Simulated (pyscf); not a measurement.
H₂N–GaH₂ (SMILES [NH2][GaH2]) + H₂ (SMILES [H][H]) -> NH₃ (SMILES N) + GaH₃ (SMILES [GaH3]) (four-centre exchange; singlet surface; Ga–N, H–H broken, H–N, Ga–H formed). PySCF, gas phase, ωB97X-D3(BJ)/def2-SVP geometries. Energies in kcal/mol from the separated reactants.

| level | barrier | reaction energy |
|---|---|---|
| ωB97X-D3(BJ)/def2-TZVP | 22.9 | +9.1 |
| PBE/def2-TZVP | [?] | +8.7 |
| r²SCAN/def2-TZVP | 20.0 | +9.9 |
| B3LYP-D3(BJ)/def2-TZVP | 22.9 | +8.7 |
| M06-2X/def2-TZVP | [?] | [?] |
| ωB97M-D3(BJ)/def2-TZVP | 23.1 | +7.5 |

Question: Complete the blanks.

Answer: 
- PBE/def2-TZVP, barrier: 19.0
- M06-2X/def2-TZVP, barrier: 23.6
- M06-2X/def2-TZVP, reaction energy: +12.5

The functionals in the table span 4.6 kcal/mol in this barrier, from PBE to M06-2X. On the product side the descent ends in an adduct with a Ga–N contact, 24.9 kcal/mol under the separated species and 38.7 kcal/mol under the saddle at ωB97X-D3(BJ)/def2-TZVP. What is counted as broken (Ga–N) persists as a longer contact in the product adduct; parting that adduct is a step of its own. At the saddle there is also a short Ga–H contact that neither side keeps. This is the saddle that the search found; another between the same sides may lie lower. Elements up to Kr have no core potential and no relativistic terms here.
